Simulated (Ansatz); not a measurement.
A trace of molecular dynamics of C4H5FO (11 atoms, charge 0, multiplicity 1).

Computed with Ansatz, RKS B3LYP-D4/STO-3G.

```json
{
  "ensemble": "NVE (velocity Verlet)",
  "starting velocities drawn for": "200 K",
  "seed": "679717"
}
```

```json
{"time (fs)": "0.0", "T (K)": "200", "potential energy less start (eV)": "0.000", "conserved less start (meV/atom)": "0.00"}
{"time (fs)": "3.0", "T (K)": "115", "potential energy less start (eV)": "0.101", "conserved less start (meV/atom)": "0.17"}
{"time (fs)": "6.0", "T (K)": "99", "potential energy less start (eV)": "0.118", "conserved less start (meV/atom)": "0.09"}
{"time (fs)": "9.0", "T (K)": "118", "potential energy less start (eV)": "0.096", "conserved less start (meV/atom)": "0.03"}
{"time (fs)": "12.0", "T (K)": "82", "potential energy less start (eV)": "0.140", "conserved less start (meV/atom)": "0.17"}
{"time (fs)": "15.0", "T (K)": "114", "potential energy less start (eV)": "0.101", "conserved less start (meV/atom)": "0.05"}
{"time (fs)": "18.0", "T (K)": "89", "potential energy less start (eV)": "0.130", "conserved less start (meV/atom)": "0.07"}
{"time (fs)": "21.0", "T (K)": "76", "potential energy less start (eV)": "0.146", "conserved less start (meV/atom)": "0.16"}
{"time (fs)": "24.0", "T (K)": "142", "potential energy less start (eV)": "0.068", "conserved less start (meV/atom)": "0.04"}
{"time (fs)": "27.0", "T (K)": "123", "potential energy less start (eV)": "0.091", "conserved less start (meV/atom)": "0.10"}
{"time (fs)": "30.0", "T (K)": "90", "potential energy less start (eV)": "0.129", "conserved less start (meV/atom)": "0.15"}
{"time (fs)": "33.0", "T (K)": "121", "potential energy less start (eV)": "0.093", "conserved less start (meV/atom)": "0.05"}
{"time (fs)": "36.0", "T (K)": "96", "potential energy less start (eV)": "0.122", "conserved less start (meV/atom)": "0.14"}
{"time (fs)": "39.0", "T (K)": "84", "potential energy less start (eV)": "0.136", "conserved less start (meV/atom)": "0.13"}
{"time (fs)": "42.0", "T (K)": "90", "potential energy less start (eV)": "0.128", "conserved less start (meV/atom)": "0.07"}
{"time (fs)": "45.0", "T (K)": "60", "potential energy less start (eV)": "0.165", "conserved less start (meV/atom)": "0.17"}
{"time (fs)": "48.0", "T (K)": "104", "potential energy less start (eV)": "0.113", "conserved less start (meV/atom)": "0.09"}
{"time (fs)": "51.0", "T (K)": "108", "potential energy less start (eV)": "0.108", "conserved less start (meV/atom)": "0.09"}
{"time (fs)": "54.0", "T (K)": "81", "potential energy less start (eV)": "0.140", "conserved less start (meV/atom)": "0.17"}
{"time (fs)": "57.0", "T (K)": "120", "potential energy less start (eV)": "0.094", "conserved less start (meV/atom)": "0.06"}
{"time (fs)": "60.0", "T (K)": "106", "potential energy less start (eV)": "0.111", "conserved less start (meV/atom)": "0.12"}
{"time (fs)": "63.0", "T (K)": "100", "potential energy less start (eV)": "0.118", "conserved less start (meV/atom)": "0.13"}
{"time (fs)": "66.0", "T (K)": "111", "potential energy less start (eV)": "0.104", "conserved less start (meV/atom)": "0.06"}
{"time (fs)": "69.0", "T (K)": "90", "potential energy less start (eV)": "0.129", "conserved less start (meV/atom)": "0.15"}
{"time (fs)": "72.0", "T (K)": "131", "potential energy less start (eV)": "0.081", "conserved less start (meV/atom)": "0.09"}
{"time (fs)": "75.0", "T (K)": "136", "potential energy less start (eV)": "0.075", "conserved less start (meV/atom)": "0.06"}
{"time (fs)": "78.0", "T (K)": "85", "potential energy less start (eV)": "0.136", "conserved less start (meV/atom)": "0.15"}
{"time (fs)": "81.0", "T (K)": "98", "potential energy less start (eV)": "0.120", "conserved less start (meV/atom)": "0.08"}
```

Question: Is this trajectory sound?

Answer: The conserved energy stayed within 0.21 meV per atom of its start (net change 0.14 meV per atom), so the integration is sound. The temperature averaged 0.51 of the 200 K drawn at the start: a run that starts near a minimum puts about half its kinetic energy into the potential. A run of 0.083 ps of so small a system gives no equilibrium averages. Limits of this set-up: minimal basis. The time step was 0.5 fs.

Time of the run: 9.3 min on 1 thread of Intel(R) Xeon(R) Processor @ 2.50GHz (Skylake/Cascade Lake), with other jobs on the host, peak memory 0.1 GiB.
